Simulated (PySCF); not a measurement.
These 2 structures share the formula [C5H12P]+ (charge +1). Computed with PySCF, PBE0-D3(BJ)/def2-SVP geometry optimisation, gas phase. Energies are electronic, without zero-point or thermal terms, for one conformer each. No frequencies were run at this level. Point groups hold within 0.08 Å.

**Question.** Order them by energy at this level, lowest first, and give relative energies in kJ/mol.
A. `[CH3:1]/[CH:2]=[CH:3]/[PH2+:4][CH2:5][CH3:6]` (charge +1) with C2–C3–P4–C5 -121°, C3–P4–C5–C6 -178°
B. `[CH3:1][CH2:2][P+:3]1([CH3:4])[CH2:5][CH2:6]1` (charge +1) with C1–C2–P3–C4 61°

**Answer.** B (0.0), A (21.0).

As drawn, the lower has a three-membered ring, which the higher lacks.

| SMILES | E (Eh) | E rel (kJ/mol) | dipole about centre of mass (D) | point group | A, B, C (MHz) |
| --- | --- | --- | --- | --- | --- |
| CC[P+]1(C)CC1 | -538.24498 | 0.0 | 0.86 | C1 | 4057, 2162, 1736 |
| C/C=C/[PH2+]CC | -538.23697 | 21.0 | 0.89 | C1 | 10965, 1010, 985.3 |

**Question.** How do the relative energies change in single points at PBE0/pcSseg-1 (no added dispersion term) on the same geometries?

**Answer.** 
```json
{"SMILES": "CC[P+]1(C)CC1", "PBE0-D3(BJ)/def2-SVP (kJ/mol)": "0.0", "PBE0/pcSseg-1 (kJ/mol)": "0.0", "shift": "0.0"}
{"SMILES": "C/C=C/[PH2+]CC", "PBE0-D3(BJ)/def2-SVP (kJ/mol)": "21.0", "PBE0/pcSseg-1 (kJ/mol)": "15.5", "shift": "-5.5"}
```

Each column counts from its own lowest isomer. The order is unchanged; the largest shift is 5.5 kJ/mol.
